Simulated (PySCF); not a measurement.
Magnetisability: SMILES P#C, CHP

Geometry:
```
atom   x (Å)   y (Å)   z (Å)
  C1  -0.147   0.050  -0.013
  P2   1.378   0.244   0.077
  H3  -1.220  -0.086  -0.077
```

Method: GIAO B3LYP/pcSseg-3 magnetisability, rotational g tensor and spin-rotation constants, non-relativistic, gas phase (PySCF). Geometry: PBE0-D3(BJ)/def2-SVP.

(1) What are the magnetisability and the molar susceptibility?

(2) Split it along the inertial axes a, b, c into diamagnetic and paramagnetic parts about the centre of mass, with the quadrupole moment.

(3) And the rotational g tensor?

## Answers

(1) Isotropic -489 × 10⁻³⁰ J/T², or -29.4 × 10⁻⁶ cm³/mol; principal values -587, -440, -440 × 10⁻³⁰ J/T², anisotropy 147 × 10⁻³⁰ J/T² (root of half the summed squared differences of the principal values). The susceptibility is in cgs units.

(2) 
| axis | χ (10⁻⁶ cm³/mol) | diamagnetic (10⁻⁶ cm³/mol) | paramagnetic (10⁻⁶ cm³/mol) | summed x² of all electrons (Å²) | quadrupole Θ (D Å) |
| --- | --- | --- | --- | --- | --- |
| a | -35.3 | -35.3 | 0.0 | 18.0 | +4.43 |
| b | -26.5 | -94.2 | 67.7 | 4.2 | -2.21 |
| c | -26.5 | -94.2 | 67.7 | 4.2 | -2.21 |

Anisotropies 2χaa − χbb − χcc = -17.7 and 2χbb − χaa − χcc = +8.9 × 10⁻⁶ cm³/mol. Θ is traceless in Buckingham's convention.

(3) 
```csv
axis,rotational constant (GHz),g,nuclear part,electronic part
b,20.0054,-0.0465,0.5901,-0.6365
c,20.0054,-0.0465,0.5901,-0.6365
```
Linear; isotopes 12C, 1H, 31P; no vibrational averaging.
